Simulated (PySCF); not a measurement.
# Orbital picture of MgH

PBE at R = 1.745 Å; basis Mg cc-pVTZ, H cc-pVTZ; no relativity; PySCF 2.14. State: ²Σ⁺ (doublet), unpaired electrons σ ↑. Only the outer orbitals are listed, counted within each symmetry.

```csv
spin,orbital,occ.,ε (eV),on Mg (%),main shells (%)
α,1π,1,-47.43,100,100 Mg p
α,1π,1,-47.43,100,100 Mg p
α,3σ,1,-47.27,100,100 Mg p
α,4σ,1,-6.99,47,"53 H s, 42 Mg s"
α,5σ,1,-4.10,83,"45 Mg s, 38 Mg p, 17 H s"
α,2π,0,-1.67,99,99 Mg p
α,2π,0,-1.67,99,99 Mg p
α,6σ,0,0.59,106,"80 Mg p, 17 Mg s, 9 Mg d"
β,1π,1,-47.36,100,100 Mg p
β,1π,1,-47.36,100,100 Mg p
β,3σ,1,-47.17,100,100 Mg p
β,4σ,1,-6.50,51,"48 H s, 42 Mg s, 8 Mg p"
β,5σ,0,-2.81,83,"55 Mg s, 27 Mg p, 17 H s"
β,2π,0,-1.03,100,99 Mg p
β,2π,0,-1.03,100,99 Mg p
```

Problem. Which are the highest filled and the lowest empty level, where do they sit, and how wide is the gap?

Solution. Highest filled α 5σ at -4.10 eV (in %: 45 Mg s, 38 Mg p, 17 H s); lowest empty β 5σ at -2.81 eV (in %: 55 Mg s, 27 Mg p, 17 H s); the gap at PBE is 1.29 eV.

The bond order (Mayer) is 0.91. The ⟨S²⟩ is 0.753, the charge on Mg (Mulliken, basis-dependent) is 0.19 and the charge on Mg (Löwdin, basis-dependent) is 0.22. The dipole moment (positive dipole means Mg(−)H(+)) is -1.12 D. The polarisability along the bond is 56.2 bohr³. The polarisability across the bond is 61.1 bohr³.

Shares are Mulliken populations and can fall outside 0 to 100 %.

The state is the lowest determinant that a PBE0 search found; another state may lie lower at other levels.
